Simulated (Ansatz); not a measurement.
# ClFHSi radical: a ladder of functionals and wavefunction methods

An exercise on one series of results from a longer session: the logs are not shown, and one member is left open.

Program: Ansatz 0.2.0, Gaussian basis. Level of theory: functionals in def2-TZVPP, the program's frozen cores in correlated methods. These are calculated values, not measurements.

Plan: LDA (SPW92), PBE-D4, revPBE-D4, BLYP-D4, r2SCAN-D4, B97M-V, PBE0-D4, B3LYP-D4, r2SCANh-D4, r2SCAN0-D4, HSE06-D4, BHLYP-D4, CAM-B3LYP-D4, LC-ωPBE, ωB97X-V, ωB97M-V, B2PLYP, PBE-QIDH; CCSD(T)/def2-SVP; CCSD(T)/def2-TZVPP; CCSD(T)/def2-QZVPP; extrapolation to the limit; RPA on PBE.

## The relaxed structure

An earlier PBE0-D4 in a triple-zeta def2 set relaxation fixed the geometry.

SMILES `F[SiH]Cl`, 4 atoms, charge 0, spin multiplicity 2.

Atoms are counted from 1 here; the program's logs count them from 0.

Bond lengths: F1–Si2 1.595 Å, Si2–Cl3 2.044 Å, Si2–H4 1.491 Å. Angles: F1–Si2–Cl3 108.5°, F1–Si2–H4 107.3°, Cl3–Si2–H4 108.4°.

The first run:

Contents of in.yaml:

```yaml
crystal:
  periodic: [false, false, false]
  atoms:
    - {symbol: F, position_ang: [-1.027828, -0.370258, 1.082681]}
    - {symbol: Si, position_ang: [-0.251690, -0.252407, -0.306222]}
    - {symbol: Cl, position_ang: [1.745999, -0.508212, 0.042431]}
    - {symbol: H, position_ang: [-0.466482, 1.130877, -0.818890]}
basis:
  gaussian: {orbitals: def2-TZVPP}
magnetization: {spin_polarized: true, initial_magnetization: 1}
hamiltonian: {xc: lda}
output: {orbitals: {seedname: orbitals}}
```

On the command line:

```sh
ansatz run in.yaml --threads 2 --pin off --events-out ev --progress --plain --max-ram 22528MiB --backend cpu
```

Steps of the session up to this table: LDA; PBE-D4 (GGA); revPBE-D4 (GGA); BLYP-D4 (GGA); r2SCAN-D4 (meta-GGA); B97M-V (meta-GGA); B3LYP-D4 (hybrid); r2SCANh-D4 (hybrid); r2SCAN0-D4 (hybrid); HSE06-D4 (hybrid); BHLYP-D4 (hybrid); CAM-B3LYP-D4 (range-separated); LC-ωPBE (range-separated); ωB97X-V (range-separated); ωB97M-V (range-separated); B2PLYP (double hybrid); PBE-QIDH (double hybrid).

One table of the session follows, with a row left open; its other results are not shown here.

It belongs to the step «Orbital energies across the functionals». 

| functional | HOMO (eV) | LUMO (eV) | gap (eV) |
| --- | --- | --- | --- |
| LDA (SPW92) | -5.56 | -4.27 | 1.29 |
| PBE-D4 | -5.60 | -3.83 | 1.77 |
| revPBE-D4 | -5.59 | -3.67 | 1.91 |
| BLYP-D4 | -5.41 | -3.89 | 1.52 |
| r2SCAN-D4 | -6.00 | -3.34 | 2.66 |
| B97M-V | ? | ? | ? |
| PBE0-D4 | -6.86 | -2.91 | 3.94 |
| B3LYP-D4 | -6.58 | -3.35 | 3.23 |
| r2SCANh-D4 | -6.45 | -3.05 | 3.41 |
| r2SCAN0-D4 | -7.14 | -2.61 | 4.53 |
| HSE06-D4 | -6.46 | -3.30 | 3.16 |
| BHLYP-D4 | -7.95 | -2.16 | 5.79 |
| CAM-B3LYP-D4 | -8.12 | -2.06 | 6.06 |
| LC-ωPBE | -9.56 | -0.56 | 9.00 |
| ωB97X-V | -9.04 | -1.16 | 7.88 |
| ωB97M-V | -8.63 | -1.29 | 7.34 |

Estimate the missing values for B97M-V.

As computed: HOMO (eV): -5.69; LUMO (eV): -4.05; gap (eV): 1.64. In the column «HOMO (eV)» it lies between r2SCAN-D4 (-6.00) and PBE-D4 (-5.60).
